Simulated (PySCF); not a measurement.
# C4H12N: the cost of one run

Computed with PySCF 2.14.0. Level: levels as typed in each script, gas phase, geometry from GFN2-xTB.

1 further run of the same task is left out (it didn't finish).

## Step 1: Starting geometry

SMILES `C[N+](C)(C)C`, 17 atoms, charge 1, spin multiplicity 1.

Bond lengths: C1–N2 1.474 Å, C1–H6 1.088 Å, C1–H7 1.089 Å, C1–H8 1.089 Å, N2–C3 1.474 Å, N2–C4 1.474 Å, N2–C5 1.474 Å, C3–H9 1.088 Å, C3–H10 1.089 Å, C3–H11 1.089 Å, C4–H12 1.089 Å, C4–H13 1.088 Å, C4–H14 1.089 Å, C5–H15 1.086 Å, C5–H16 1.088 Å, C5–H17 1.089 Å. Angles: N2–C1–H6 110.3°, N2–C1–H7 110.3°, N2–C1–H8 110.3°, H6–C1–H7 108.7°, H6–C1–H8 108.6°, H7–C1–H8 108.6°, C1–N2–C3 109.5°, C1–N2–C4 109.5°, C1–N2–C5 109.5°, C3–N2–C4 109.5°, C3–N2–C5 109.5°, C4–N2–C5 109.4°, N2–C3–H9 110.3°, N2–C3–H10 110.3°, N2–C3–H11 110.3°, H9–C3–H10 108.7°, H9–C3–H11 108.7°, H10–C3–H11 108.5° and more.

Geometry (Å):

```xyz
17
charge 1, multiplicity 1
C    -1.2470   -0.7796   -0.1050
N    -0.0007    0.0001    0.0000
C    -0.3249    1.4131    0.2668
C     0.7508   -0.1016   -1.2643
C     0.8212   -0.5321    1.1020
H    -1.8644   -0.3980   -0.9161
H    -1.0223   -1.8268   -0.3003
H    -1.8125   -0.7136    0.8239
H    -0.8797    1.5040    1.1988
H     0.5874    2.0020    0.3449
H    -0.9314    1.8202   -0.5412
H     0.9984   -1.1417   -1.4733
H     0.1568    0.2873   -2.0893
H     1.6759    0.4689   -1.2011
H     1.0687   -1.5741    0.9222
H     0.2802   -0.4635    2.0440
H     1.7472    0.0350    1.1901
```

## Step 2: Localised orbitals (r2SCAN/def2-tzvp)

Input file input.py:

```python
import numpy as np
from pyscf import gto, scf, dft, lo
from pyscf.data.elements import chemcore

def solve(mol, dm0=None, hcore=None):
    mf = (dft.UKS if mol.spin else dft.RKS)(mol, xc='r2scan')
    mf.grids.level = 3
    mf = mf.density_fit(auxbasis='def2-universal-jkfit')
    mf.conv_tol, mf.max_cycle = 1e-8, 80
    if hcore is not None:
        mf.get_hcore = lambda *args: hcore
    mf.kernel(dm0)
    if not mf.converged:
        mf = mf.newton().run(mf.mo_coeff, mf.mo_occ, max_cycle=30)
    assert mf.converged, 'SCF not converged'
    return mf

mol = gto.M(atom='''
C     -1.24699    -0.77961    -0.10497
N     -0.00071     0.00015     0.00001
C     -0.32487     1.41312     0.26677
C      0.75081    -0.10156    -1.26429
C      0.82118    -0.53209     1.10204
H     -1.86437    -0.39802    -0.91614
H     -1.02234    -1.82676    -0.30033
H     -1.81251    -0.71363     0.82389
H     -0.87974     1.50402     1.19877
H      0.58740     2.00202     0.34494
H     -0.93136     1.82020    -0.54116
H      0.99839    -1.14173    -1.47334
H      0.15676     0.28735    -2.08929
H      1.67585     0.46892    -1.20107
H      1.06873    -1.57414     0.92221
H      0.28016    -0.46350     2.04404
H      1.74723     0.03503     1.19012
''', basis='def2-tzvp', charge=1, spin=0, verbose=4)
mf = solve(mol)
occ_all = mf.mo_coeff[:, mf.mo_occ > 0]
occ = occ_all[:, chemcore(mol):]
bo = lo.Boys(mol, occ)
loc = bo.kernel()
for _ in range(5):
    new, stable = bo.stability(return_status=True)
    if stable:
        break
    loc = bo.kernel(new)
fock, s = mf.get_fock(), mf.get_ovlp()
ortho = lo.orth_ao(mol, 'meta_lowdin')
labels = mol.ao_labels(fmt=None)
vir = loc[:, :0]
both = np.hstack([loc, vir])
p = (ortho.T @ s @ both) ** 2
pop = np.array([p[[l[0] == a for l in labels]].sum(0) for a in range(mol.natm)])
spd = np.array([[p[[l[0] == a and l[2][-1] == k for l in labels]].sum(0) for k in 'spd'] for a in range(mol.natm)])
eps = np.einsum('pi,pq,qi->i', both, fock, both)
for i in np.argsort(eps):
    top = np.argsort(-pop[:, i])[:3]
    print('%3d %s %9.4f Eh ' % (i + 1, 'occ' if i < loc.shape[1] else 'vir', eps[i]), '  '.join('%s%d %.3f' % (mol.atom_symbol(a), a + 1, pop[a, i]) for a in top))
np.savez('result.npz', c=both, nocc=loc.shape[1], pop=pop, spd=spd, eps=eps, e=mf.e_tot)
```

Run with:

```
OMP_NUM_THREADS=1 python input.py
```

Q: Estimate wall time and peak memory on 1 thread of Arm Neoverse N1, shared host.

About 2.7 min, with a peak of 0.86 GiB.
